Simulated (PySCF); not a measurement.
`CC(Cl)=C=CCl`, C₄H₄Cl₂

Geometry:
```tsv
atom	x (Å)	y (Å)	z (Å)
C1	-1.468	-0.533	0.509
C2	-0.534	0.218	-0.378
Cl3	-1.300	0.997	-1.744
C4	0.743	0.369	-0.197
C5	2.028	0.488	-0.079
Cl6	3.138	-0.647	-0.786
H7	-1.974	-1.310	-0.063
H8	-0.918	-0.988	1.328
H9	-2.224	0.140	0.909
H10	2.517	1.271	0.478
```

Computed with TDDFT LC-wPBE/aug-cc-pVDZ circular dichroism and optical rotation, one conformer, gas phase in PySCF. Geometry: GFN2-xTB.

No stereocentre is labelled: unless the shape is locked (an allene, a helicene, a hindered biaryl), the mirror image is equally populated and a measured rotation or CD is zero. Singlets 9 and 10 lie within 0.01 eV of each other, so their separate moments and overlaps can depend on how they mix.

Draw the ECD and absorption spectra from the lowest 16 states, each a Gaussian of half-width 0.3 eV at 1/e height.


| E (eV) | λ (nm) | Δε (L mol⁻¹ cm⁻¹) | ε (L mol⁻¹ cm⁻¹) |
| --- | --- | --- | --- |
| 4.78 | 259 | +0.01 | 0 |
| 4.88 | 254 | +0.04 | 0.171 |
| 4.98 | 249 | +0.08 | 0.641 |
| 5.08 | 244 | +0.15 | 1.92 |
| 5.18 | 239 | +0.21 | 4.62 |
| 5.28 | 235 | +0.26 | 8.89 |
| 5.38 | 230 | +0.27 | 13.7 |
| 5.48 | 226 | +0.24 | 16.9 |
| 5.58 | 222 | +0.18 | 16.7 |
| 5.68 | 218 | +0.12 | 13.4 |
| 5.78 | 214 | +0.07 | 9.34 |
| 5.88 | 211 | +0.04 | 8.44 |
| 5.98 | 207 | +0.04 | 16.5 |
| 6.08 | 204 | +0.07 | 43.7 |
| 6.18 | 201 | +0.13 | 113 |
| 6.28 | 197 | +0.08 | 302 |
| 6.38 | 194 | -0.55 | 899 |
| 6.48 | 191 | -3.05 | 2760 |
| 6.58 | 188 | -9.95 | 7670 |
| 6.68 | 186 | -24.14 | 17800 |
| 6.78 | 183 | -45.69 | 33700 |
| 6.88 | 180 | -67.91 | 51200 |
| 6.98 | 178 | -78.19 | 62700 |
| 7.08 | 175 | -66.59 | 61900 |
| 7.18 | 173 | -35.56 | 49800 |
| 7.28 | 170 | +0.23 | 33300 |
| 7.38 | 168 | +24.67 | 19100 |
| 7.48 | 166 | +31.01 | 9900 |
| 7.58 | 164 | +23.49 | 4900 |
| 7.68 | 161 | +11.01 | 2380 |
| 7.78 | 159 | +0.42 | 1170 |
| 7.88 | 157 | -5.83 | 660 |
| 7.98 | 155 | -8.37 | 538 |
| 8.08 | 153 | -8.68 | 630 |
| 8.18 | 152 | -7.75 | 828 |
| 8.28 | 150 | -5.98 | 1030 |
| 8.38 | 148 | -3.86 | 1120 |

Δε uses R in velocity form, ε uses f in length form. Only the states computed contribute, so the short-wavelength end is incomplete.
